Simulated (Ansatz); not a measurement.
The cluster Al3H. The state is a singlet with charge 0. Geometry PBE-D4/def2-TZVP.

```xyz
4

Al    0.2078   -1.8987    0.3789
Al   -0.4482   -0.1438    1.8899
Al    0.0569    0.4839   -0.5372
H     0.1835    1.5585   -1.7316
```

The restricted singlet is unstable towards broken spin symmetry in Hartree–Fock (as tested in another run); at HF/6-31G this wasn't settled. The restricted singlet is unstable towards broken spin symmetry at other levels; at PBE-D4/def2-SVP, revPBE-D4/def2-TZVP this wasn't settled. At r2SCAN-D4/def2-TZVP, PBE0-D4/def2-TZVP the restricted singlet is unstable: a solution with broken spin symmetry lies lower. The structure comes from a short search, and lower isomers may exist.

**Question.** Estimate the orbital energies around the gap (eV) in Ansatz with HF/6-31G, PBE-D4/def2-SVP, revPBE-D4/def2-TZVP, r2SCAN-D4/def2-TZVP, PBE0-D4/def2-TZVP.

**Answer.** 
```
orbital  HF/6-31G  PBE-D4/def2-SVP  revPBE-D4/def2-TZVP  r2SCAN-D4/def2-TZVP  PBE0-D4/def2-TZVP
 HOMO−5    -87.61           -69.09               -68.84               -70.75             -73.73
 HOMO−4    -16.23           -10.84               -10.69               -11.16             -12.23
 HOMO−3    -13.22            -8.69                -8.62                -8.99              -9.97
 HOMO−2     -9.29            -6.91                -6.81                -7.03              -7.62
 HOMO−1     -8.20            -5.65                -5.56                -5.76              -6.39
   HOMO     -6.08            -4.33                -4.23                -4.42              -4.94
   LUMO     -0.62            -3.86                -3.75                -3.80              -3.14
 LUMO+1     -0.24            -3.36                -3.26                -3.24              -2.68
 LUMO+2      1.39            -1.64                -1.58                -1.46              -0.98
 LUMO+3      1.47            -1.51                -1.47                -1.34              -0.87
 LUMO+4      2.48            -0.86                -0.91                -0.67              -0.24
 LUMO+5      3.11             0.17                 0.17                 0.56               0.86
```
